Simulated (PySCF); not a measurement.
# Which method gave which barrier?

Saddle point of BH₄ClO, closed shell (BH₃O ([BH2][OH]) + HCl → BH₂Cl ([BH2][Cl]) + H₂O (still joined by a long B–O bond); bonds formed: B1–Cl6, O2–H5; bonds broken: H5–Cl6; bonds weakened to dative contacts: B1–O2), PBE0-D4/def2-TZVP structure:

```
7
angstrom
B 0.3232 -0.3721 0.4552
O 0.2547 -0.1283 -1.0021
H 1.3668 -0.0861 0.9460
H -0.3946 -1.2209 0.8875
H -0.3315 0.9524 -0.5768
Cl -0.8015 1.5326 0.7107
H -0.4170 -0.6774 -1.4204
```

Computed with PySCF 2.14 with density fitting (its default auxiliary sets; JK sets also for MP2 and CCSD(T)) (basis: def2-TZVPP, with def2-QZVPP for the basis limit); correlated methods freeze the cores. B3LYP uses VWN-RPA correlation. Extrapolation: Hartree–Fock as exp(−7.88 √X), correlation as X^−2.97. Four methods, as single points on the PBE0-D4 structures, gave these electronic barriers from the start structure: 36.6, 86.9, 93.3, 147.0 kJ/mol.

(1) The methods were, in alphabetical order, B3LYP-D4, HF, MP2, SPW92. Which gave which? (Judge from chemistry; the calculation decides.)

T1 diagnostic: at most 0.013.

## Answers

(1) The calculation gives: SPW92 36.6; MP2 86.9; B3LYP-D4 93.3; HF 147.0 kJ/mol. For comparison, CCSD(T) at an estimated basis limit (MP2 extrapolated from triple and quadruple zeta, plus CCSD(T) − MP2 in triple zeta) gives 91.9 kJ/mol.

Hydrogen chloride, the by-product of chloride precursors, can attack films and sites by steps of this kind.

Labels in which every atom is bracketed show which atoms are joined, not bond orders.

For scale, one of the runs: CCSD(T)/def2-TZVPP, 160 basis functions, launched by `OMP_NUM_THREADS=4 python run.py`. Time: 2.6 min of wall clock on 4 CPU threads of an AMD EPYC; the host was shared. Peak host memory: 1.2 GiB.
